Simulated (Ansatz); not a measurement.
System: H₂S, charge 0, multiplicity 1. SMILES: S
Geometry: optimised at B3LYP-D3(BJ)/def2-TZVP (Ansatz, a quantum-chemistry and plane-wave program).

Wanted: enthalpy of formation at 298 K, in kcal/mol. Set-up: dispersion terms only where a functional's name holds one; spin-orbit terms left out; UHF or UKS for open shells; frozen cores in correlated levels; 6-31G* and kin with 6d, 5d where marked; non-relativistic. Ab initio and DFT rows: single points at B3LYP-D3(BJ) geometries (Ansatz), with unscaled harmonic terms from B3LYP/6-31G* at its own minima, enthalpies of formation by atomisation with measured atoms.

```tsv
species	coefficient	E at MP2/6-31G* (Ansatz), Eh	E at PBE/def2-TZVPD (Ansatz), Eh	H(298 K) - E, kcal/mol
S (H2S)	+1	-398.78838	-399.22829	11.88
H atom	-2	-0.49823	-0.49962	-
S atom	-1	-397.55338	-397.93910	-
```

The atoms take no thermal term, since their enthalpies of formation at 0 K are used: the result is the sum of coefficient times E, plus the molecule's thermal term, plus number times (enthalpy of formation minus H(298) - H(0)) over the atoms. Measured values of the atoms (G2/97 table in ASE), kcal/mol:

```json
[
 {"atom": "H", "number": "2", "enthalpy of formation of the gas at 0 K": "51.63", "H(298) - H(0) of the element's standard state": "1.01"},
 {"atom": "S", "number": "1", "enthalpy of formation of the gas at 0 K": "65.66", "H(298) - H(0) of the element's standard state": "1.05"}
]
```

Measured values: G2/97 table in ASE (Curtiss et al.); they hold spin-orbit and core effects, anharmonicity.  Value to compare with, the measured value: -4.9 kcal/mol. 1 Eh = 627.5095 kcal/mol.

### Question
Work the quantity out at each level, and compare with the measured value.

### Answer

- MP2/6-31G*: the sum of coefficient times E is -0.23854 Eh, or -149.69 kcal/mol; the thermal terms add 11.88; the atoms' measured terms add 165.85. Result: 28.0 kcal/mol. Its error against the measured value is 32.9 kcal/mol.
- PBE/def2-TZVPD: the sum of coefficient times E is -0.28995 Eh, or -181.95 kcal/mol; the thermal terms add 11.88; the atoms' measured terms add 165.85. Result: -4.2 kcal/mol. Its error against the measured value is 0.7 kcal/mol.
